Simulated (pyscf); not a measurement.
Structures and frequencies: ωB97X-D3(BJ)/def2-SVP in PySCF.

Question: For H₃C–CH₂–CH•–SiH₃ -> H₂C=CH–SiH₃ + methyl (CH₃•), a bond scission (doublet surface; C–C broken, none formed), PBE/def2-TZVP gives ΔE‡ = 135.6 kJ/mol and ΔE = +130.4 kJ/mol (zero: the reactant's lowest minimum found). In which direction and how far do r²SCAN/def2-TZVP, M06-2X/def2-TZVP, ωB97M-D3(BJ)/def2-TZVP move these?

Answer: r²SCAN: ΔE‡ = 139.4 kJ/mol, ΔE = +131.3 kJ/mol; M06-2X: ΔE‡ = 149.2 kJ/mol, ΔE = +131.4 kJ/mol; ωB97M-D3(BJ): ΔE‡ = 146.5 kJ/mol, ΔE = +128.8 kJ/mol. PBE's barrier lies under all of them, by 3.8 to 13.6 kJ/mol. Its reaction energy matches one of them and lies within 1.6 kJ/mol of the others. H₃C–CH₂–CH•–SiH₃ lies 114.7 kJ/mol over its isomer H₃C–Si•(CH₃)–CH₃, and others may lie lower still (electronic energy, ωB97M-D3(BJ)). One saddle was located; it need not be the lowest between these sides.
